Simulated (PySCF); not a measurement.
# A thermochemical cycle for BCl

MP2 in PySCF with def2-TZVPPD on every atom, for the lowest determinant that a PBE0 search found; no spin–orbit coupling. BCl, a singlet (closed shell), has De = 5.37 eV to neutral atoms, and BCl⁺, a doublet (σ ↑), has De = 4.03 eV to B⁺ + Cl.

The adiabatic ionisation energy of BCl, between the minima, is 9.60 eV.

Which ionisation energy of the B atom does this level give?

IE(B) = IE(molecule) + De(ion) − De(neutral) = 9.60 + 4.03 − 5.37 = 8.26 eV; the measured value is 8.298 eV (NIST ASD).

Correlated steps freeze 6 core orbitals. For an ion De counts to the pair picked by the measured ionisation energies or electron affinities, which need not be the lowest pair at this level. Where the molecule has an RHF reference, its open-shell atoms are computed with UHF. States were picked by a PBE0 search and need not be the measured ground states.
